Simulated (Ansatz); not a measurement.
# C3H8O (1-propanol): PBE-QIDH/cc-pVDZ

Aim: the energy change on altering one bond length of C3H8O (1-propanol) at PBE-QIDH/cc-pVDZ, from 2 runs. 

The results are computed with Ansatz 0.2.0.

57 further runs of the same task are left out: 57 set aside as unsound or not needed.

### 1 The structure to begin with

C3H8O has 12 atoms, charge 0, and is taken as a singlet. As SMILES, `CCCO`. Geometry: relaxed at PBE0-D4/def2-TZVP. This is one conformer, not always the lowest.

Bond lengths: C1–C2 1.519 Å, C2–C3 1.516 Å, C3–O4 1.412 Å, C1–H5 1.094 Å, C1–H6 1.092 Å, C1–H7 1.093 Å, C2–H8 1.097 Å, C2–H9 1.094 Å, C3–H10 1.101 Å, C3–H11 1.094 Å, O4–H12 0.961 Å. Some angles: C1–C2–C3 112.3°, C2–C3–O4 113.3°, C1–C2–H8 109.7°, C1–C2–H9 110.5°, C3–C2–H8 109.0°, C3–C2–H9 108.6°, C2–C1–H5 111.3°, C2–C1–H6 111.4°, C2–C1–H7 111.1°, C2–C3–H10 109.8°.

### 2 The energy at PBE-QIDH/cc-pVDZ

The input, run.yaml:

```yaml
crystal:
  periodic: [false, false, false]
  atoms:
    - {symbol: C, position_ang: [-0.969100, 1.139200, -0.250500]}
    - {symbol: C, position_ang: [-0.161900, 0.113800, 0.526800]}
    - {symbol: C, position_ang: [0.802100, -0.651000, -0.358500]}
    - {symbol: O, position_ang: [1.602700, -1.571400, 0.351900]}
    - {symbol: H, position_ang: [-1.556100, 0.666100, -1.042600]}
    - {symbol: H, position_ang: [-1.662800, 1.676100, 0.399200]}
    - {symbol: H, position_ang: [-0.316500, 1.879500, -0.721400]}
    - {symbol: H, position_ang: [-0.839700, -0.597900, 1.015100]}
    - {symbol: H, position_ang: [0.408200, 0.599300, 1.325000]}
    - {symbol: H, position_ang: [0.247500, -1.152600, -1.166000]}
    - {symbol: H, position_ang: [1.500700, 0.042600, -0.835000]}
    - {symbol: H, position_ang: [1.022000, -2.198800, 0.790000]}
basis:
  gaussian:
    orbitals: cc-pVDZ
hamiltonian:
  xc: {name: PBE-QIDH}
correlation:
  frozen_orbitals: {C: 1, H: 0, O: 1}
accuracy: high
output:
  orbitals: {seedname: orbitals}
```

Started as:

```
$ ansatz run run.yaml --threads 1 --pin off --max-ram 3480MiB --events-out events.jsonl --progress --plain --runs-dir runs
```

What it wrote:

```text
Warning: RAYON_NUM_THREADS=1 ignored (pool sized by the plan → 1); use --threads N
Functional definition: PBE-QIDH
  name "PBE-QIDH"
  parameter a = 3^(-1/3)
  parameter c = 1/3
  exchange = (1 - a)*pbe_x + a*exact_x
  correlation = (1 - c)*pbe_c + c*(mp2_os + mp2_ss)
2363 factors; integrals over basis functions are off by at most 3.4e-9 eV
mean field evaluation 1: about -5270.9679 eV, gradient 3.7e1 eV
mean field evaluation 2: about -5271.0860 eV, gradient 3.7e1 eV
mean field evaluation 4: about -5274.1702 eV, gradient 2.7e0 eV
mean field evaluation 8: about -5274.1891 eV, gradient 2.7e-2 eV
mean field evaluation 16: about -5274.1892 eV, gradient 5.6e-6 eV
mean field -5274.18915090 eV, -193.8228763219 hartree, gradient 5.6e-8 eV, S^2 0.000000; 0 other end points of the search recorded, 0 dependent functions left out
4 core orbitals not correlated: weight in the atoms' cores, before any rotation towards them, 1.000 or more for the frozen orbitals, at most 0.000 for the correlated occupied ones
reference -5274.18915191 eV, -193.8228763590 hartree; 13, 13 occupied and 79, 79 virtual orbitals, 2363 factors
second order -19.11672617 eV of doubles, -0.00000000 eV of singles
Total energy: -5280.56139397 eV, -194.0570519354 hartree
```

It took 12 s on 1 thread of Arm Neoverse V1, shared host; peak memory 0.33 GiB.

### 3 The distorted shape at the same level

The input, molecule.yaml:

```yaml
basis:
  gaussian:
    orbitals: cc-pVDZ
crystal:
  periodic: [false, false, false]
  atoms:
    - {symbol: C, position_ang: [-0.504541, 1.641119, -0.600980]}
    - {symbol: C, position_ang: [0.302659, 0.615719, 0.176320]}
    - {symbol: C, position_ang: [1.266659, -0.149081, -0.708980]}
    - {symbol: O, position_ang: [2.067259, -1.069481, 0.001420]}
    - {symbol: H, position_ang: [-1.091541, 1.168019, -1.393080]}
    - {symbol: H, position_ang: [-1.198241, 2.178019, 0.048720]}
    - {symbol: H, position_ang: [0.148059, 2.381419, -1.071880]}
    - {symbol: H, position_ang: [-0.375141, -0.095981, 0.664620]}
    - {symbol: H, position_ang: [0.872759, 1.101219, 0.974520]}
    - {symbol: H, position_ang: [0.712059, -0.650681, -1.516480]}
    - {symbol: H, position_ang: [1.965259, 0.544519, -1.185480]}
    - {symbol: H, position_ang: [1.022000, -2.198800, 0.790000]}
hamiltonian:
  xc: {name: PBE-QIDH}
correlation:
  frozen_orbitals: {C: 1, H: 0, O: 1}
accuracy: high
output: {orbitals: {seedname: orbitals}}
```

Started as:

```
$ ansatz run molecule.yaml --threads 1 --pin off --max-ram 3480MiB --events-out events.jsonl --progress --plain --runs-dir runs
```

What it wrote:

```text
Warning: RAYON_NUM_THREADS=1 ignored (pool sized by the plan → 1); use --threads N
[... 6 set-up lines as earlier in the session ...]
2372 factors; integrals over basis functions are off by at most 3.6e-9 eV
mean field evaluation 1: about -5264.2860 eV, gradient 4.3e1 eV
mean field evaluation 2: about -5264.4062 eV, gradient 4.3e1 eV
mean field evaluation 4: about -5269.6186 eV, gradient 7.0e0 eV
mean field evaluation 8: about -5269.7647 eV, gradient 6.6e-1 eV
mean field evaluation 16: about -5269.7661 eV, gradient 2.0e-3 eV
mean field -5269.76608856 eV, -193.6603317788 hartree, gradient 2.5e-8 eV, S^2 0.000000; 0 other end points of the search recorded, 0 dependent functions left out; unrestricted orbitals would lower it
4 core orbitals not correlated: weight in the atoms' cores, before any rotation towards them, 1.000 or more for the frozen orbitals, at most 0.000 for the correlated occupied ones
reference -5269.76608958 eV, -193.6603318164 hartree; 13, 13 occupied and 79, 79 virtual orbitals, 2372 factors
second order -20.45911365 eV of doubles, -0.00000000 eV of singles
Total energy: -5276.58579413 eV, -193.9109513360 hartree
```

It took 13 s on 1 thread of Arm Neoverse V1, shared host; peak memory 0.33 GiB.

### 4 Results

At PBE-QIDH/cc-pVDZ, 4 core orbitals frozen:

```
                                                          quantity          value
                                         first shape: total energy  -194.05705 Eh
                    first shape: HOMO energy (SCF part's orbitals)      -10.22 eV
                    first shape: LUMO energy (SCF part's orbitals)        3.59 eV
                  first shape: HOMO–LUMO gap (SCF part's orbitals)       13.82 eV
                                     distorted shape: total energy  -193.91095 Eh
                distorted shape: HOMO energy (SCF part's orbitals)      -10.20 eV
                distorted shape: LUMO energy (SCF part's orbitals)       -0.96 eV
              distorted shape: HOMO–LUMO gap (SCF part's orbitals)        9.25 eV
energy change with the O4–H12 bond stretched from 0.961 to 1.729 Å       3.976 eV
```

With the O4–H12 bond stretched from 0.961 to 1.729 Å the energy rises by 3.98 eV (384 kJ/mol). The first shape isn't relaxed at this level, so the change isn't measured from a minimum. A restricted reference can't describe the breaking bond well at this length. The restricted solution (distorted shape) is unstable to spin breaking: an unrestricted one lies lower.
